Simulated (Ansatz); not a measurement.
Two shapes of singlet C₄H₈.

Shape 1:

```xyz
12

C     1.0783    0.0000    0.1400
C     0.0000    1.0783   -0.1400
C    -1.0783    0.0000    0.1400
C     0.0000   -1.0783   -0.1400
H     1.4768    0.0000    1.1545
H     1.9201    0.0000   -0.5525
H     0.0000    1.4768   -1.1545
H     0.0000    1.9201    0.5525
H    -1.9201    0.0000   -0.5525
H    -1.4768    0.0000    1.1545
H     0.0000   -1.9201    0.5525
H     0.0000   -1.4768   -1.1545
```

Shape 2:

```xyz
12

C     1.0752    0.0000    0.1274
C     0.0000    1.0752   -0.1274
C    -1.0752    0.0000    0.1274
C     0.0000   -1.0752   -0.1274
H     1.4044    0.0000    1.1786
H     1.9711    0.0000   -0.5125
H     0.0000    1.4044   -1.1786
H     0.0000    1.9711    0.5125
H    -1.9711    0.0000   -0.5125
H    -1.4044    0.0000    1.1786
H     0.0000   -1.9711    0.5125
H     0.0000   -1.4044   -1.1786
```

Basis set: 6-31G* (spherical functions). Correlated methods keep 4 orbitals frozen. Charge 0, multiplicity 1.

Computed with Ansatz (development build ahead of 0.2.0); each method stands on the lowest determinant of its kind that the runs found.

Task: Which shape is lower in energy, and by how much in each method?

Result:

| method | E(2) − E(1) (eV) |
| --- | --- |
| RHF | -0.064 |
| RHF-MP2 | -0.095 |

Shape 2 is lower.
